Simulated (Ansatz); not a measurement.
Input file:

```yaml
crystal:
  periodic: [false, false, false]
  atoms:
    - {symbol: B, position_ang: [0.000000, 0.000000, 1.551119]}
    - {symbol: Al, position_ang: [0.000000, 0.000000, -0.528209]}
    - {symbol: H, position_ang: [0.000000, -1.411327, -1.248716]}
    - {symbol: H, position_ang: [0.000000, 1.411327, -1.248716]}
basis:
  gaussian: {orbitals: 6-31G}
magnetization: {spin_polarized: false, initial_magnetization: 2}
correlation: {method: fic_mrcisd_q, electrons: outside_noble_gas, active_space: {window: {electrons: 8, orbitals: 10}, shells: [{species: Al, l: s, shell: 3}, {species: Al, l: p, shell: 3}, {species: B, l: s, shell: 2}, {species: B, l: p, shell: 2}, {species: H, l: s, shell: 1}]}}
```

```sh
$ ansatz run in.yaml --threads 1 --pin off --events-out ev --progress --plain --max-ram 2393MiB
```

Output:

```
573 factors; integrals over basis functions are off by at most 1.6e-7 eV
mean field evaluation 1: about -7279.2622 eV, gradient 9.1e0 eV
mean field evaluation 2: about -7279.2683 eV, gradient 9.1e0 eV
mean field evaluation 4: about -7280.8944 eV, gradient 2.2e0 eV
mean field evaluation 8: about -7281.0964 eV, gradient 1.0e-1 eV
mean field evaluation 16: about -7280.6016 eV, gradient 2.1e-2 eV
mean field evaluation 32: about -7281.0964 eV, gradient 1.0e-1 eV
mean field -7281.09649203 eV, -267.5753607776 hartree, gradient 3.8e-6 eV, S^2 2.000000; 6 other end points of the search recorded, 0 dependent functions left out
reference -7281.09649203 eV, -267.5753607776 hartree; 11, 9 occupied and 15, 17 virtual orbitals, 573 factors
state -7282.85302211 eV, -267.6399120673 hartree
contracted CI cycle   1: correlation 0.00000000 eV, 0.0000000000 hartree, residual 4.71e0 eV
contracted CI cycle   2: correlation -0.55456275 eV, -0.0203798051 hartree, residual 1.13e0 eV
contracted CI cycle   3: correlation -0.58212722 eV, -0.0213927808 hartree, residual 2.78e-1 eV
contracted CI cycle   4: correlation -0.58367085 eV, -0.0214495083 hartree, residual 7.38e-2 eV
contracted CI cycle   5: correlation -0.58377352 eV, -0.0214532811 hartree, residual 1.72e-2 eV
contracted CI cycle   6: correlation -0.58377939 eV, -0.0214534969 hartree, residual 4.15e-3 eV
contracted CI cycle   7: correlation -0.58377973 eV, -0.0214535093 hartree, residual 9.71e-4 eV
state -7282.85302211 eV, -267.6399120673 hartree; corrected -7283.44715071 eV, -267.6617458909 hartree
Total energy: -7283.44715071 eV, -267.6617458909 hartree
Checks for a lower state left out: starts, orbital_swaps
```

Natural occupations: 1.9765 1.9651 1.9400 0.9952 0.9876 0.0403 0.0370 0.0236 0.0179 0.0168.

For the same geometry and basis full CI lies 10.4 meV lower.

Ran on 1 thread of Arm Neoverse V1, shared host: 6 s wall, 0.51 GiB peak host memory.
